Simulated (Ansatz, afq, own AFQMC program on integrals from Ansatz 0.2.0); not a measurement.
AFQMC on a folder of integrals that Ansatz 0.2.0 wrote.

```yaml
crystal:
  periodic: [false, false, false]
  atoms:
    - {symbol: W, position_ang: [0.000000, 0.000000, 0.154659]}
    - {symbol: N, position_ang: [0.000000, 0.000000, -1.702344]}
    - {symbol: H, position_ang: [0.000000, 0.842554, -2.276045]}
    - {symbol: H, position_ang: [0.000000, -0.842554, -2.276045]}
basis:
  gaussian: {orbitals: def2-TZVP}
total_charge: 1
magnetization: {spin_polarized: false, initial_magnetization: 4}
correlation: {method: ccsd_t, electrons: outside_noble_gas, hamiltonian_folder: ham}
```

```sh
$ ansatz run in.yaml --threads 1 --pin off --events-out ev --progress --plain --max-ram 16896MiB --backend cuda --devices 0, --max-vram 18GiB
```

Options of the walk:

```
--method phaseless --trial hf --walkers 2100 --populations 20 --least-time 40 --time-step 0.005 --steps-per-block 20 --equilibration-blocks 160 --max-blocks 4000 --target-error 0.001050 --factor-cut 1e-05 --start spin_pure --seed 9786 --taylor-order 6
```

Times are imaginary, in 1/Eh. The walk had a cap of 96 s. With eight or more populations the least sampling time is a fifth of least-time, and the error comes from their spread. Core potentials past Kr, no spin–orbit coupling.

afq prints:

```
orbitals 78  electrons 8 4  factors 618 of 673
reference energy -121.77267997 Eh
CCSD correlation -0.31273236 Eh in 15 cycles, weight of the determinant in the CISD state 0.8618
energy of the start -121.772678 Eh
 block  time / (1/Eh)  mean weight  energy / Eh
     1     0.100  1.0020  -121.863059
     2     0.200  1.0026  -121.923485
     3     0.300  1.0019  -121.961996
     4     0.400  1.0022  -121.992843
     5     0.500  1.0018  -122.012838
     7     0.700  1.0009  -122.038274
     9     0.900  1.0010  -122.056771
    15     1.500  0.9999  -122.080022
    29     2.900  0.9997  -122.090199
    43     4.300  1.0003  -122.098650
    57     5.700  1.0005  -122.110083
    71     7.100  1.0004  -122.109567
    85     8.500  0.9997  -122.097203
    99     9.900  1.0002  -122.099289
   113    11.300  1.0001  -122.098177
   127    12.700  1.0001  -122.096815
   141    14.100  0.9997  -122.100552
   155    15.500  0.9990  -122.101508
   169    16.900  1.0004  -122.096559
   176    17.600  0.9996  -122.112305
   183    18.300  0.9999  -122.107056
   197    19.700  0.9998  -122.102403
   211    21.100  0.9997  -122.095036
   225    22.500  0.9999  -122.102986
   239    23.900  0.9999  -122.096567
   253    25.300  1.0001  -122.109825
   267    26.700  1.0008  -122.091948
   274    27.400  1.0000  -122.105607
error from the spread of 20 populations
energy -122.102502 +/- 0.000958 Eh
(rows thinned)
```

The run passed its tests (sampling time, drift between the halves within three errors, error under three times the target), which doesn't prove that it has relaxed.

Against this walk (error 26.1 meV) on the same determinant: CCSD(T) 80.6 meV higher, CCSDT(Q) 49.9 meV higher (within the noise), a separate phaseless walk with a CISD trial and standard settings 78.4 ± 26.6 meV higher. The error is statistical and leaves out the bias of the constraint.

Cautions: constraint bias not in the error; no spin-orbit coupling; outer-core shells of the metal frozen; lower spins were not checked; higher spins were not checked; a spin-contaminated unrestricted determinant lies lower (UHF 323 meV lower, ⟨S²⟩ 6.19); CCSDT(Q) on the UHF determinant differs (111 meV lower), by its state or its frozen core.

The walk took 74 s on 1 × NVIDIA H100 80GB HBM3 with 2 threads of AMD EPYC 7R13 Processor (Zen 3), on a shared host (the card was shared). The log's last line is the phaseless energy.

CCSDT and higher add their correlation energy to the determinant of the CCSD(T) run, since their own runs factorise the integrals more tightly (a shift of under 2 meV). A walk keeps the symmetry of its determinant, which the program's search chose and which needn't be the lowest solution, so a lower state of the same spin and another symmetry isn't excluded.
